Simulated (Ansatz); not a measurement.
This geometry of CH₂NO (5 atoms, charge -1, multiplicity 1) is a first-order saddle point.

Computed with RKS CAM-B3LYP-D4/def2-SVP (Ansatz).

```xyz
5
Properties=species:S:1:pos:R:3
N -0.084 0.078 -1.102
C -0.037 0.034 0.188
O 0.861 -0.789 0.831
H -0.822 0.754 -1.335
H 0.081 -0.077 1.418
```

Which two structures does it join? (They come from a converged band through this point; their orientation in space is the band's.)

Bonds broken: C2–H5. Bonds formed: O3–H5.

Image 0:

```xyz
5
Properties=species:S:1:pos:R:3
N -0.080 0.076 -1.005
C 0.226 -0.207 0.241
O 1.084 -0.992 0.680
H -0.838 0.767 -0.962
H -0.392 0.356 1.045
```

Image 8:

```xyz
5
Properties=species:S:1:pos:R:3
N -0.079 0.075 -1.138
C -0.261 0.239 0.132
O 0.667 -0.611 0.836
H -0.765 0.702 -1.577
H 0.439 -0.404 1.746
```

How far does it lie above each of them?

303.6 kJ/mol above the first and 121.6 kJ/mol above the second. This is the barrier of this one path; another mechanism may lie lower. The orbitals stay closed-shell, which can raise the energy where a bond breaks towards radicals; this wasn't checked here. Limits of this set-up: an anion without diffuse functions, the dipole of an ion depends on the origin.

Run time: 46 s on 1 CPU thread of a shared host.
